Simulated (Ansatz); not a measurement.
# CHOS: the cost of one run

Method: the levels named in each step, in Ansatz 0.2.0.

**1. The system as given**

Bond lengths: O1–C2 1.125 Å, C2–S3 1.616 Å, S3–H4 1.362 Å. Angles: O1–C2–S3 175.8°, C2–S3–H4 92.9°.

As a file:

```xyz
4

O     1.6431   -0.3971    0.2336
C     0.5531   -0.1508    0.1012
S    -0.9815    0.2695   -0.1815
H    -1.4495   -0.4729    0.8596
```

**2. A rough first relaxation, PBE-D4/def2-SVP**

input.yaml

```yaml
crystal:
  periodic: [false, false, false]
  atoms:
    - { symbol: O, position_ang: [1.64313, -0.39707, 0.23355] }
    - { symbol: C, position_ang: [0.55313, -0.1508, 0.1012] }
    - { symbol: S, position_ang: [-0.98149, 0.26947, -0.18146] }
    - { symbol: H, position_ang: [-1.44952, -0.47286, 0.85961] }
total_charge: 1
basis:
  gaussian: { orbitals: def2-SVP }
hamiltonian:
  xc: pbe
  dispersion: d4
relax:
  f_tol: 0.03
  max_steps: 200
```

Launch:

```console
> ansatz run input.yaml --threads 2 --pin off --max-ram 5120MiB --backend cpu --events-out ev --progress --plain --runs-dir out
```

Q: Estimate wall time and peak memory on 2 threads of Arm Neoverse V1, shared host.

About 2.8 s, with a peak of 0.12 GiB.
